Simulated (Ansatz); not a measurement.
A made-up structure of Si2NH5, singlet:

```
atom    x (Å)    y (Å)    z (Å)
  N1   1.2250  -1.4897   0.2312
 Si2   0.1958   0.4817   0.2387
 Si3  -1.0828   0.9771  -0.7511
  H4  -2.0012   0.0666  -1.3377
  H5  -1.3285   2.3281  -1.1127
  H6   0.8781   1.7446   0.6368
  H7   1.5385  -1.5046   1.2017
  H8   0.4526  -2.1541   0.1815
```

It is relaxed with PBE-D4/def2-SVP and then PBE0-D4/def2-TZVP (Ansatz 0.2.0). Atoms count as bonded within 1.22 times the sum of their covalent radii (H–H: 0.88 Å). The end point is not checked to be a true minimum.

Task: Does its bonding change? (A judgement: the text doesn't fix the answer.)

Result: Computed: Yes. Formed: N1–Si2; broken: none.

Where it ends: The first stage lowers the energy by 5.64 eV in 16 steps. It ends as Si₂NH₅ ([NH2][SiH][SiH2]):
```tsv
atom	x (Å)	y (Å)	z (Å)
N1	0.8701	-1.1607	0.5613
Si2	0.3121	0.4012	0.2310
Si3	-1.0198	1.0332	-1.4344
H4	-2.0914	-0.0195	-1.4273
H5	-1.6361	2.2413	-0.7886
H6	1.3317	1.3030	0.8364
H7	1.7361	-1.3595	1.0330
H8	0.3749	-1.9895	0.2772
```

Labels in which every atom is bracketed show which atoms are joined, not bond orders.

For scale, one of the runs: PBE0-D4/def2-TZVP relaxation, 135 basis functions, launched by `ansatz run in.yaml --threads 2 --pin off --events-out ev --progress --plain --max-ram 4352MiB`. The run took about 24 s on 2 CPU threads of an Arm Neoverse V2 (shared host).
